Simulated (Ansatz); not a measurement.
Mg2H⁺. Total charge 1; triplet. Geometry PBE0-D4/def2-TZVP, that of the neutral doublet; atoms count from 1.

| atom | x (Å) | y (Å) | z (Å) |
| --- | --- | --- | --- |
| Mg1 | 0.9615 | -1.1039 | 2.1629 |
| Mg2 | -0.1567 | 0.1834 | -0.3659 |
| H3 | -0.8048 | 0.9205 | -1.7970 |

At PBE0-D4/def2-TZVP a singlet of charge 1 lies 1.93 eV below the triplet, each at its own geometry. The structure comes from a short search, and lower isomers may exist.

(1) Estimate the Mulliken populations from the PBE0/def2-TZVP orbitals of Ansatz.

(2) Where does the spin sit?

(3) And the Mayer bond orders between bonded heavy atoms (over 0.3)?

Answers

(1) 
```json
{"atom": "Mg1", "charge (e)": "0.59", "spin (α − β)": "1.33"}
{"atom": "Mg2", "charge (e)": "0.42", "spin (α − β)": "0.33"}
{"atom": "H3", "charge (e)": "-0.01", "spin (α − β)": "0.34"}
```
Mulliken values and Mayer orders depend strongly on the basis.

(2) Summed by element: Mg 1.66, H 0.34, of 2 unpaired in all. Largest on single atoms: Mg1 1.33, H3 0.34, Mg2 0.33.

(3) Mg1–Mg2 0.44 (3.05 Å).
